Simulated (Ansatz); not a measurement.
# CHBSi (triplet): from Hartree-Fock to the top rungs, def2-TZVPP

An exercise on one series of results from a longer session: the logs are not shown, and one member is left open.

Program: Ansatz 0.2.0, Gaussian basis. Level of theory: def2-TZVPP, core rule «outside noble gas», up to 7 orbitals frozen. These are calculated values, not measurements.

The runs, in order: UHF; ROHF; CCSD(T) on UHF.

2 further runs of the same task are left out: 2 set aside as unsound or not needed.

**The system**

The geometry is a PBE0/def2-TZVP stationary point (not a proven minimum).

4 atoms, charge 0, spin multiplicity 3.

Atoms are counted from 1 here; the program's logs count them from 0.

Bond lengths: B1–Si2 2.104 Å, B1–C3 1.413 Å, Si2–C3 1.748 Å, Si2–H4 1.507 Å. Angles: Si2–B1–C3 55.5°, B1–Si2–C3 41.8°, B1–Si2–H4 159.6°, C3–Si2–H4 117.8°, B1–C3–Si2 82.7°.

Set-up of the first run:

The input, in.yaml:

```yaml
crystal:
  periodic: [false, false, false]
  atoms:
    - {symbol: B, position_ang: [0.000000, -0.542119, 1.311636]}
    - {symbol: Si, position_ang: [0.000000, -0.137461, -0.752718]}
    - {symbol: C, position_ang: [0.000000, 0.754866, 0.750494]}
    - {symbol: H, position_ang: [0.000000, 0.649881, -2.037416]}
basis:
  gaussian: {orbitals: def2-TZVPP}
magnetization: {spin_polarized: true, initial_magnetization: 2}
hamiltonian: {xc: hf}
output: {orbitals: {seedname: orbitals}}
```

Run with:

```console
> ansatz run in.yaml --threads 1 --pin off --events-out ev --progress --plain --max-ram 4096MiB --backend cpu
```

Steps of the session up to this table: UHF; ROHF; CCSD(T) on UHF.

One of the session's tables, all rows but one given; the rest of the session is left out.

It belongs to the step «Misses and costs». 

```
  method  from UCCSD(T) (kcal/mol)
    ROHF                         ?
     UHF                   +223.07
    UMP2                    +32.66
   UCCSD                    +14.31
UCCSD(T)                         0
```

**Question.** Estimate the row for ROHF.

As computed: from UCCSD(T) (kcal/mol): +233.37. In the column «from UCCSD(T) (kcal/mol)» it is the highest.

With the free atoms at the same levels and basis (separate runs), the atomisation energy is 11.913 eV at UCCSD(T), 8.437 eV at ROHF.
